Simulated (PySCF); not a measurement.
These compounds are isomers of formula C₄H₇F.

A. `C=C(C)CF`
B. SMILES C=CCCF
C. `InChI=1S/C4H7F/c5-4-2-1-3-4/h4H,1-3H2`

Spectrum 1. 1H NMR (400 MHz, computed): δ 6.41 (m, 1H), 5.40 (ddt, J = 11.5, 2.4, 1.6 Hz, 1H), 5.37 (dqd, J = 18.4, 2.0, 1.0 Hz, 1H), 4.43 (dt, J = 54.1, 6.9 Hz, 2H), 2.23 (m, 2H). 13C{1H} NMR (computed): δ 144.9 (CH, d, J = 4.0 Hz), 123.7 (CH2), 84.7 (CH2, d, J = 235.2 Hz), 39.7 (CH2, d, J = 18.1 Hz).

Spectrum 2. 1H NMR (400 MHz, computed): δ 4.63 (m, 1H), 2.16 (m, 2H), 2.02 (m, 2H), 1.57 (m, 1H), 1.20 (m, 1H). 13C{1H} NMR (computed): δ 85.3 (CH, d, J = 281.4 Hz), 33.3 (CH2, d, J = 19.0 Hz), 11.5 (CH2, d, J = 19.5 Hz).

Spectrum 3. 1H NMR (400 MHz, computed): δ 5.58 (dqq, J = 3.4, 2.8, 1.6 Hz, 1H), 5.31 (d of sept, J = 7.3, 2.4 Hz, 1H), 4.71 (dtq, J = 54.3, 3.0, 1.5 Hz, 2H), 1.66 (ddq, J = 2.1, 1.8, 1.5 Hz, 3H). 13C{1H} NMR (computed): δ 148.4 (C, d, J = 11.6 Hz), 116.2 (CH2, d, J = 15.1 Hz), 85.9 (CH2, d, J = 244.2 Hz), 19.5 (CH3, d, J = 1.6 Hz).

All values are calculated (PySCF): J couplings at B3LYP/pcJ-1 (spin–dipole term left out of most H,H and C,H couplings), PBE0-D3(BJ)/def2-SVP geometry, shieldings: GIAO PBE0/pcSseg-1. Non-relativistic, no solvent, equivalent nuclei averaged, a single conformation.

Shifts are taken against calculated references (same method and geometry level): TMS for 1H and 13C. Multiplet labels drop J under 1 Hz and among equivalent protons, and merge close values. Unscaled 3J(H,H) run several per cent high. Vicinal couplings that depend on rotamer populations or ring flexing (ring, CH–CH, X–H and H–F types) are those of the one conformer. One-bond C–F couplings are unscaled and too large by tens of Hz. Shifts are as computed. Against solution values, carbons near 30 ppm lie about +2 ppm off and those near 130 ppm about +5 ppm. Of 1211 compounds with measured shifts, 218 miss one by over three times the rms of a fit or turn the order of signals round; such compounds aren't used in these exercises. Across acyclic CH2–CH2 and CH–CH2 bonds, 3J(H,H) assumes equally populated rotamers.

Problem. Match each spectrum to its structure.

Solution. 1–B, 2–C, 3–A.

- Spectrum 1 (B): 4 13C signals; δC 144.9 is an alkene CH; δC 123.7 is a terminal =CH2 carbon.
- Spectrum 2 (C): 3 13C signals; δC 85.3 is an sp3 CH bonded to F; δC 33.3 is an sp3 CH2 in a ring.
- Spectrum 3 (A): 4 13C signals; δC 148.4 is a fully substituted alkene carbon; δC 116.2 is a terminal =CH2 carbon.
